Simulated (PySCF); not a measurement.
CH₃O₃S (doublet state).
Cartesian coordinates in Å at the GFN2-xTB level; atoms count from 1:
```xyz
8
CH3O3S angstrom
C      1.1821   -0.1328   -0.3482
S     -0.4657   -0.3131    0.1902
O     -1.3115   -0.6635   -0.9087
O     -0.4299   -1.1318    1.3599
O     -0.8639    1.1845    0.6376
H      1.4228   -0.4171   -1.3515
H      1.9368   -0.0738    0.4078
H     -1.4617    1.5570   -0.0116
```

The hyperfine couplings belong to this conformer and change with its torsions.

The species is `S(O)([CH2])(=O)=O` [radical].

Computed, not measured: PySCF 2.14.0, UKS B3LYP, pcH-1 on C H O S, non-relativistic, mean-field spin-orbit, GIAO. One conformer (not necessarily the lowest) at the GFN2-xTB geometry, without solvent, vibrations or thermal averaging. The geometry wasn't refined by DFT: couplings that depend on bond lengths, twists or pyramidal angles can differ widely from those at the functional's own minimum. The SCF solution wasn't tested for stability.

(1) Break the g tensor into its mass correction, gauge correction and orbital-Zeeman/spin–orbit terms.

(2) What effective moment and Curie constant follow for a powder?

(3) How much does each term add to the isotropic shift?

(4) In a frozen sample, at which fields do the three g values resonate at 9.5, 34, 94 and 263 GHz (hyperfine left aside), and which band first spreads them over more than twice a line width of 0.3 mT?

Answers

(1) 
```csv
Δg (ppm),1,2,3
relativistic mass correction,-161,-161,-161
gauge correction,35,18,32
orbital Zeeman/spin–orbit,-769,388,886
total,-894,245,757
```

So g = 2.00143, 2.00256, 2.00308 and g_iso = 2.00236; the tensor is rhombic: the two nearest values differ by 31 % of g3 − g1. 

(2) With the mean of g² = 4.0094 and S(S+1) = 0.75: μ_eff = √(⟨g²⟩S(S+1)) = 1.734 μB and χT = 0.12505·⟨g²⟩·S(S+1) = 0.376 cm³ K/mol (cgs; spin-Hamiltonian part alone).

(3) The orbital-Zeeman/spin–orbit term 169, the mass correction -161 and the gauge correction 28 ppm, for a total of 36 ppm. The mass correction is the same along every axis, so the anisotropy comes from the other two: their spans along these axes are 17 (gauge) and 1655 ppm (orbital Zeeman/spin–orbit).

(4) 
```
band    GHz  B(g3) mT  B(g2) mT  B(g1) mT  spread mT
   X    9.5    338.86    338.94    339.14       0.28
   Q   34.0   1212.75   1213.06   1213.75       1.00
   W   94.0   3352.89   3353.74   3355.65       2.77
   J  263.0   9380.95   9383.35   9388.69       7.74
```

The spread grows in proportion to the frequency. Q band is the first where it exceeds 0.6 mT.

The Mulliken spin populations are largest on C1 (+1.02) and O4 (+0.06). C1 is the only atom above +0.15. The angles at C1 add up to 356.6°, so it is nearly planar; its axial dipolar tensor and the negative couplings of its protons fit spin in a p orbital normal to that plane.

The HOMO–LUMO gaps are 8.14 eV among the α and 5.00 eV among the β orbitals.
